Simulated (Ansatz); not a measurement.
`C/N=C\CN` + H₂ → `C=NC` + CH₃NH₂  (hydrogenolysis of a C–C bond)

Isolated molecules relaxed with PBE0-D4/def2-TZVP in Ansatz; ΔE leaves out vibrations. CCSD(T)/CBS is the MP2 limit (def2-TZVPP, def2-QZVPP) plus CCSD(T) − MP2 in def2-TZVPP, frozen cores. This one scheme is used for every species. Functionals use def2-TZVPP. Each species was taken in one conformer, which may not be the lowest.

```tsv
level	ΔE (eV)
PBE	-0.52
SCS-MP2/def2-TZVPP	-0.53
```

Problem. What does CCSD(T)/CBS give? (Best estimate.)

Solution. The calculation gave: -0.50 eV. The listed levels differ from it by -0.02, -0.03 eV.

Largest T1 diagnostic among the species: 0.011.

The D4 term adds +0.11 eV with B3LYP and +0.06 eV with PBE0; it sums over pairs of atoms, weighted by their polarisabilities, and B3LYP, whose exchange is more repulsive, gets the larger term. In def2-TZVPP, CCSD(T) changes the Hartree–Fock value by +0.24 eV (the triples alone add +0.05 eV) and MP2 by +0.29 eV.

B3LYP here is the variant with VWN-RPA as its local correlation; programs differ in this.
